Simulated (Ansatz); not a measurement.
Predict the output of the script below (Ansatz's Python interface).

Script `h3osi_relaxed_scan.py`:
```python
"""One bond of H3OSi held at set lengths while the rest relaxes."""

from dataclasses import dataclass

import ansatz as az
import numpy as np


@dataclass
class Options:
    basis: str = "def2-SVP"
    functional: str = "pbe"


cfg = Options()


def main() -> None:
    mol = (
        az.Crystal.molecule()
        .atom("O", (0.55731, -0.43376, 0.79846))
        .atom("Si", (0.00193, 0.34195, -0.53394))
        .atom("H", (0.72569, -1.37066, 0.8148))
        .atom("H", (-1.24482, -0.25358, -1.00076))
        .atom("H", (-0.04011, 1.71604, -0.07856))
    )

    calc = mol.calculation().basis(gaussian=cfg.basis).functional(cfg.functional).spin("collinear", total=1)
    symbols = [site.symbol for site in mol.cartesian_sites]
    pairs = [(0, 1), (0, 2), (1, 3), (1, 4)]
    print("held (A)   E (eV)        ", "  ".join(f"{symbols[i]}{i}-{symbols[j]}{j}" for i, j in pairs))
    for length in [1.34, 1.46, 1.58, 1.75, 1.97]:
        summary = calc.relax(constraints=[az.DistanceConstraint((1, 3), at=length)], force_tolerance=0.02, max_steps=60).run(threads=1, backend="cpu").report
        xyz = np.array(summary["positions_ang"])
        print(f"{length:6.2f} {summary['free_energy_ev']:14.5f}  ", "  ".join(f"{np.linalg.norm(xyz[i] - xyz[j]):.3f}" for i, j in pairs))


if __name__ == "__main__":
    main()
```

```console
$ python h3osi_relaxed_scan.py
held (A)   E (eV)         O0-Si1  O0-H2  Si1-H3  Si1-H4
DeckWarning: relax.constraints: the input's atoms, or those drawn, lie off the distances that are held; a relaxation that starts there is brought onto them ahead of its first SCF, by positions alone, an atom by 5.92e-2 Å at the most. With the symmetry detection on, the symmetry is detected on the input's atoms as so brought (as typed, where only the drawn atoms reach the distances), and notices that speak of the structure as typed mean those atoms
  1.34    -9961.93984   1.693  0.974  1.340  1.505
  1.46    -9962.23774   1.691  0.974  1.460  1.505
  1.58    -9962.24307   1.690  0.974  1.580  1.508
  1.75    -9961.98221   1.687  0.974  1.750  1.510
  1.97    -9961.45482   1.684  0.975  1.970  1.514
```
(Warnings from the package without file and line, repeats left out.)

Total energies depend on the basis set; only differences at equal settings carry meaning. The energies are electronic: no zero-point or thermal terms, and the basis set is short of its limit. The run takes the species as open-shell (spin multiplicity 2), which needn't be its ground state. It ran for 52 s on 1 thread of Arm Neoverse V1, with other jobs on the host, peak memory 0.19 GiB.
